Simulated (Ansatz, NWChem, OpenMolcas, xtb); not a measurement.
A ladder of methods for CHClF2 (difluorochloromethane)

CHClF2 has 5 atoms, charge 0, and is taken as a singlet. As SMILES, `FC(F)Cl`. Geometry: relaxed at PBE0-D4/def2-TZVP.

```xyz
5

F     0.0389   -0.5681    1.2223
C     0.1094    0.0236    0.0283
F     0.8442   -0.7459   -0.7769
Cl   -1.5110    0.2089   -0.6408
H     0.5686    1.0078    0.1258
```

Each level gives the vertical ionisation energy (to the doublet cation) (eV). The values are calculated.

```tsv
level	kind	program	value (eV)	less CCSD(T)/6-311+G**	CPU time (all runs)
GFN1-xTB	semi-empirical	xtb	16.90	+4.66	under 2 s
HF/6-311+G**	Hartree–Fock	NWChem	11.63	-0.61	80 s
SVWN5/6-311+G**	LDA	OpenMolcas	12.43	+0.19	2 min
BLYP/6-311+G**	GGA	Ansatz	12.11	-0.13	64 s
TPSS/6-311+G**	meta-GGA	OpenMolcas	12.27	+0.03	2.6 min
r2SCAN0/6-311+G**	hybrid meta-GGA	Ansatz	12.57	+0.33	87 s
CAM-B3LYP/6-311+G**	range-separated hybrid	Ansatz	12.65	+0.41	43 s
PBE-QIDH/6-311+G**	double hybrid	Ansatz	12.58	+0.34	52 s
RPA@PBE0/6-311+G**	RPA	Ansatz	12.27	+0.03	62 s
CCSD(T)/6-311+G**	coupled cluster or CI	Ansatz	12.24	0.00	4 min
```

Differences are taken from CCSD(T)/6-311+G** for orientation; it has basis-set and higher-order errors of its own. The values span 11.63 to 16.90 eV. The xTB values lack the empirical shift that such differences need. Times are those of the runs behind each value, whatever else they computed, on shared processors of several kinds: orders of magnitude only.
